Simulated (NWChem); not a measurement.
System: C4H5N, triplet; SMILES of the neutral closed-shell parent c1ccc[nH]1

Here is an NWChem input.

```
start job
memory heap 200 mb stack 900 mb global 1100 mb
geometry units angstroms
  C     -0.087462    -1.140002     0.484360
  C     -1.151968    -0.335801     0.263485
  C     -0.681820     0.894060    -0.293789
  N      0.700366     0.785728    -0.593540
  C      1.121471    -0.375297     0.123081
  H     -0.064390    -2.132813     0.885588
  H     -2.188193    -0.548743     0.445544
  H     -1.176054     1.847296    -0.293759
  H      1.256748     1.624810    -0.460868
  H      1.969590    -0.305128     0.794339
end
basis spherical
  * library def2-svp
end
dft
  odft
  mult 3
  xc pbe0
  iterations 150
end
driver
  maxiter 120
end
task dft optimize
```

Not confirmed as a minimum by frequencies. The spin multiplicity was typed, not searched, and may not be the lowest.

The level has its own optimisation. Brackets give each atom's bonded neighbours.

### Question
Give the results of this calculation. (PBE0/def2-SVP, spin-unrestricted.) Quantities: r C–C [C(CCH)–C(CCH)] (Å); r C–H [C(CCH)–H(C)] (Å); r H–N (Å); dipole (D).

### Answer
```json
{
 "r C–C [C(CCH)–C(CCH)] (Å)": "1.368",
 "r C–H [C(CCH)–H(C)] (Å)": "1.090",
 "r H–N (Å)": "1.013",
 "dipole (D)": "1.61"
}
```
